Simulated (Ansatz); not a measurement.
C3H7NO2 can be A, `CO/C=C(/N)O`, or B, `C/N=C(\O)OC`.

Calculated with Ansatz (gas phase, PBE0-D4/def2-TZVP geometries, no zero-point term in ΔE). CCSD(T)/CBS is the MP2 limit (def2-TZVPP, def2-QZVPP) plus CCSD(T) − MP2 in def2-TZVPP, frozen cores. Double bonds are as drawn, so ΔE can hold a change between cis and trans. Functionals use def2-TZVPP. B3LYP here is the variant with VWN-RPA as its local correlation; programs differ in this. One conformer a species, not always the lowest.

Which isomer does CCSD(T)/CBS put lower? Give the gap. (An estimate is asked.)

Computed: B, by 12.7 kcal/mol.

Give E(B) − E(A) in kcal/mol with MP2/def2-TZVPP, LDA (SPW92), B3LYP-D4, CCSD(T)/def2-SVP, CCSD(T)/def2-TZVPP, r2SCAN-D4, HF/def2-TZVPP. (An estimate is asked.)

Ansatz gave: MP2/def2-TZVPP -14.2, LDA (SPW92) -11.5, B3LYP-D4 -12.5, CCSD(T)/def2-SVP -15.5, CCSD(T)/def2-TZVPP -13.9, r2SCAN-D4 -13.8, HF/def2-TZVPP -15.2. None reverses the order clearly.

Does the order hold for the free energy at 298.15 K (harmonic terms from PBE0-D4)? (An estimate is asked.)

Ansatz gave: Yes: G(B) − G(A) = -12.9 kcal/mol, for one conformer each.

Largest T1 diagnostic: 0.012.

From BLYP to BHLYP (50 % exact exchange), in def2-TZVPP and without D4, E(B) − E(A) moves by −0.9 kcal/mol. At CCSD(T), def2-SVP lies −2.7 kcal/mol from the extrapolated value and def2-TZVPP −1.1 kcal/mol.
